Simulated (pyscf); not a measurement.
**Routes from `[SiH3][PH2]` + `[PH3]`**

Candidate steps break at most two bonds and form at most two. Each was searched with GFN2-xTB (tblite) first. Optimised with ωB97X-D3(BJ)/def2-SVP in PySCF. Energies: ωB97M-D3(BJ)/def2-TZVP, eV, from the separated reactants, singlet surface; ΔG‡ with ideal gas, 1 atm, RRHO with modes under 100 cm⁻¹ raised to 100, one conformer, R ln 2 for chiral ones without a mode under 150 cm⁻¹.

| products | type | ΔE‡ | ΔE | ΔG‡ 298 K | ΔG‡ 900 K | ν‡ (cm⁻¹) |
|---|---|---|---|---|---|---|
| H₂P–SiH₂–PH₂ + H₂ | four-centre exchange | 2.86 | +0.04 | 3.29 | 4.22 | 1583i |
| H₃Si–PH–PH₂ + H₂ | four-centre exchange | 3.21 | +0.16 | 3.61 | 4.53 | 1403i |

Plain bond fissions and candidates not yet searched are not listed, and one of them may be faster. Each barrier is that of the saddle found; lower ones may exist.
